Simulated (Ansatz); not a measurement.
Input file:

```yaml
crystal:
  periodic: [false, false, false]
  atoms:
    - {symbol: O, position_ang: [-1.068434, -0.027457, 0.000000]}
    - {symbol: H, position_ang: [-1.317744, 0.899119, 0.000000]}
    - {symbol: H, position_ang: [-0.176434, -0.027457, 0.000000]}
    - {symbol: O, position_ang: [1.162566, -0.027457, 0.000000]}
basis:
  gaussian: {orbitals: cc-pVDZ}
magnetization: {spin_polarized: false, initial_magnetization: 2}
correlation: {method: bccd_t, electrons: outside_noble_gas}
scf: {lower_state_search: off}
```

```sh
$ ansatz run in.yaml --threads 1 --pin off --events-out ev --progress --plain --max-ram 2393MiB
```

Output:

```
these checks for a lower state are left out or cut short: stability, starts, cluster_reference, orbital_swaps, neighbouring_geometries, increment
341 factors; integrals over basis functions are off by at most 1.4e-3 eV
mean field evaluation 1: about -4100.1734 eV, gradient 3.1e1 eV
mean field evaluation 2: about -4100.1942 eV, gradient 3.1e1 eV
mean field evaluation 4: about -4102.5308 eV, gradient 4.0e0 eV
mean field evaluation 8: about -4102.6174 eV, gradient 8.5e-1 eV
mean field evaluation 16: about -4102.6248 eV, gradient 8.5e-2 eV
mean field -4102.65301366 eV, -150.7697173740 hartree, gradient 4.5e-6 eV, S^2 2.000000; 0 other end points of the search recorded, 0 dependent functions left out
2 core orbitals not correlated: weight in the atoms' cores, before any rotation towards them, 1.000 or more for the frozen orbitals, at most 0.000 for the correlated occupied ones
reference -4102.65301366 eV, -150.7697173740 hartree; 8, 6 occupied and 28, 30 virtual orbitals, 341 factors
second order -8.50319561 eV of doubles, -0.11252402 eV of singles
cycle   1  -9.08346723 eV  change   -4.7e-1 eV  update   5.6e-2
cycle   2  -9.26432849 eV  change   -1.8e-1 eV  update   1.9e-2
cycle   3  -9.30747168 eV  change   -4.3e-2 eV  update   1.6e-2
cycle   4  -9.30411588 eV  change    3.4e-3 eV  update   8.7e-3
cycle   5  -9.29613618 eV  change    8.0e-3 eV  update   4.4e-3
cycle   6  -9.29521173 eV  change    9.2e-4 eV  update   1.5e-3
cycle   7  -9.29501210 eV  change    2.0e-4 eV  update   8.6e-4
cycle   8  -9.29510106 eV  change   -8.9e-5 eV  update   6.7e-4
cycle   9  -9.29507170 eV  change    2.9e-5 eV  update   6.1e-4
cycle  10  -9.29509396 eV  change   -2.2e-5 eV  update   5.9e-4
cycle  11  -9.29566415 eV  change   -5.7e-4 eV  update   5.5e-4
cycle  12  -9.29644933 eV  change   -7.9e-4 eV  update   4.7e-4
cycle  13  -9.29606433 eV  change    3.8e-4 eV  update   3.5e-4
cycle  14  -9.29560907 eV  change    4.6e-4 eV  update   2.1e-4
cycle  15  -9.29556727 eV  change    4.2e-5 eV  update   8.2e-5
cycle  16  -9.29543925 eV  change    1.3e-4 eV  update   4.5e-5
cycle  17  -9.29559762 eV  change   -1.6e-4 eV  update   1.5e-5
cycle  18  -9.29557222 eV  change    2.5e-5 eV  update   6.2e-6
cycle  19  -9.29556103 eV  change    1.1e-5 eV  update   2.4e-6
perturbative correction -0.14562612 eV, -0.0053516611 hartree
Total energy: -4112.09420082 eV, -151.1166746024 hartree
Checks for a lower state left out: stability, starts, cluster_reference, orbital_swaps, neighbouring_geometries, increment
```

Ran on 1 thread of Arm Neoverse V1, shared host: 1.4 s wall, 0.2 GiB peak host memory.
